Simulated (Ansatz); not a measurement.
The input, for Ansatz 0.2.0:

```yaml
crystal:
  periodic: [false, false, false]
  atoms:
    - {symbol: O, position_ang: [0.000000, 0.000000, 0.000000]}
    - {symbol: H, position_ang: [0.000000, 0.000000, 3.555000]}
basis:
  gaussian: {orbitals: aug-cc-pVDZ}
total_charge: 1
correlation: {method: fci, electrons: outside_noble_gas}
```

```sh
$ ansatz run in.yaml --threads 1 --pin off --events-out ev --progress --plain --max-ram 2393MiB
```

The program prints:

```
473 factors; integrals over basis functions are off by at most 2.4e-7 eV
mean field evaluation 1: about -2030.3575 eV, gradient 2.9e1 eV
mean field evaluation 2: about -2030.3572 eV, gradient 2.9e1 eV
mean field evaluation 4: about -2031.9959 eV, gradient 3.6e-1 eV
mean field evaluation 8: about -2031.9961 eV, gradient 8.3e-4 eV
mean field evaluation 16: about -2031.9961 eV, gradient 1.4e-4 eV
mean field evaluation 32: about -2031.9667 eV, gradient 3.8e0 eV
mean field -2031.99611663 eV, -74.6744799495 hartree, gradient 4.5e-7 eV, S^2 0.000000; 8 other end points of the search recorded, 0 dependent functions left out; unrestricted orbitals would lower it
mean field evaluation 64: about -2032.5334 eV, gradient 8.8e0 eV
determinant -2031.99611663 eV, -74.6744799495 hartree, with singles and doubles -2036.46121804 eV, -74.8385694000 hartree
determinant -2031.74798380 eV, -74.6653612365 hartree, with singles and doubles -2036.25019528 eV, -74.8308144564 hartree
determinant -2031.99611663 eV, -74.6744799495 hartree, with singles and doubles -2036.45561397 eV, -74.8383634540 hartree
determinant -2031.74798380 eV, -74.6653612365 hartree, with singles and doubles -2036.24028952 eV, -74.8304504267 hartree
unrestricted determinant -2034.44791300 eV, -74.7645818044 hartree, S^2 1.0080
1 core orbitals not correlated: weight in the atoms' cores, before any rotation towards them, 1.000 or more for the frozen orbitals, at most 0.000 for the correlated occupied ones
reference -2031.99611663 eV, -74.6744799495 hartree; 3, 3 occupied and 28, 28 virtual orbitals, 473 factors
state -2036.86907122 eV, -74.8535577280 hartree
Total energy: -2036.86907122 eV, -74.8535577280 hartree
```

Ran on 1 thread of Arm Neoverse V1, shared host: 67 s wall, 0.57 GiB peak host memory.
